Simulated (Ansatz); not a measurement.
C6H10 can be A, `C1C[C@@H]2C[C@@H]2C1`, or B, `CC1C=CCC1`.

Calculated with Ansatz (gas phase, PBE0-D4/def2-TZVP geometries, no zero-point term in ΔE). CBS: MP2 limit from def2 TZ/QZ plus the TZ coupled-cluster correction, frozen cores. DFT in def2-TZVPP. B3LYP here is the variant with VWN-RPA as its local correlation; programs differ in this.

A:

Z-matrix (Å, degrees):
```
C
C 1 1.534
C 1 1.534 2 105.1
H 1 1.093 2 110.1 3 -118.5
H 1 1.091 2 112.6 3 122.8
C 2 1.512 1 104.7 3 30.1
H 2 1.094 1 112.3 3 153.5
H 2 1.095 1 110.3 3 -87.0
C 3 1.512 1 104.7 2 -30.1
H 3 1.094 1 112.3 2 -153.5
H 3 1.095 1 110.3 2 87.0
C 6 1.499 2 117.4 1 46.0
H 6 1.084 2 118.8 1 -161.1
H 9 1.084 3 118.8 1 161.1
H 12 1.084 6 119.2 2 13.1
H 12 1.083 6 117.0 2 157.1
```

B:

```xyz
16

C    -0.7568   -0.8016   -1.5048
C    -0.1821    0.4099   -0.7755
C    -1.0279    0.7893    0.4097
C    -0.4501    0.4746    1.5628
C     0.9030   -0.1415    1.3613
C     1.1887    0.1370   -0.1235
H    -1.7686   -0.6031   -1.8680
H    -0.8082   -1.6654   -0.8361
H    -0.1383   -1.0717   -2.3647
H    -0.1108    1.2364   -1.4915
H    -2.0222    1.2102    0.3062
H    -0.9018    0.6031    2.5401
H     1.6666    0.2848    2.0181
H     0.8720   -1.2152    1.5862
H     1.8115    1.0311   -0.2058
H     1.7250   -0.6781   -0.6143
```

(1) Which is lower in electronic energy at CCSD(T)/CBS, and by how much? (An estimate is asked.)

(2) Give E(B) − E(A) in kcal/mol with BLYP-D4, PBE-D4, B2PLYP, PBE0-D4, B3LYP-D4, B3LYP, MP2/def2-TZVPP. (Estimate.)

(3) Does the order hold for the free energy at 298.15 K (harmonic terms from PBE0-D4)? (Best estimate.)

Largest T1 diagnostic: 0.010.

Answers

(1) Ansatz gave: B, by 6.4 kcal/mol.

(2) Computed: BLYP-D4 -10.1, PBE-D4 -4.4, B2PLYP -7.1, PBE0-D4 -2.7, B3LYP-D4 -8.1, B3LYP -8.2, MP2/def2-TZVPP -3.8. None reverses the order clearly.

(3) Ansatz gave: Yes: G(B) − G(A) = -8.3 kcal/mol.

At CCSD(T), def2-SVP lies +1.6 kcal/mol from the extrapolated value and def2-TZVPP +0.2 kcal/mol. From r2SCAN to r2SCAN0 (25 % exact exchange), in def2-TZVPP and without D4, E(B) − E(A) moves by +1.5 kcal/mol.
